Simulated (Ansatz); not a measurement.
Input (FCI/cc-pV(D+d)Z; Ansatz, a program for electronic structure): A basis named .json is the Basis Set Exchange file of that set.

Ansatz 0.2 input:
```yaml
crystal:
  periodic: [false, false, false]
  atoms:
    - {symbol: Si, position_ang: [-0.00208985, 0.00098185, 0.08026338]}
    - {symbol: H, position_ang: [0.00076796, 1.40657062, -0.39205880]}
    - {symbol: H, position_ang: [1.23601882, -0.70198617, -0.33410250]}
    - {symbol: H, position_ang: [-1.20752894, -0.71833034, -0.39752608]}
basis:
  gaussian:
    orbitals: cc-pV_D+d_Z.json
magnetization: {spin_polarized: true, initial_magnetization: 1}
correlation: {method: fci, electrons: outside_noble_gas}
```

Output:

```
Functional definition: HF
integrals: 0.02 GiB planned
724 factors; integrals over basis functions are off by at most 1.7e-7 eV
mean field: 0.09 GiB planned
mean field evaluation 1: about -7907.8093 eV, gradient 6.9e0 eV
mean field evaluation 2: about -7907.8096 eV, gradient 6.9e0 eV
mean field evaluation 4: about -7908.4450 eV, gradient 5.7e-1 eV
mean field evaluation 8: about -7908.4523 eV, gradient 1.6e-4 eV
mean field -7908.45231945 eV, -290.6302621981 hartree, gradient 8.6e-7 eV, S^2 0.754261; 0 other end points of the search recorded, 0 dependent functions left out
mean field evaluation 16: about -7908.4126 eV, gradient 1.9e-1 eV
5 core orbitals not correlated
reference -7908.41260636 eV, -290.6288027692 hartree; 4, 3 occupied and 29, 30 virtual orbitals, 724 factors
configuration interaction: 21.62 GiB planned
state -7911.82644777 eV, -290.7542591269 hartree
Total energy: -7911.82644777 eV, -290.7542591269 hartree
```
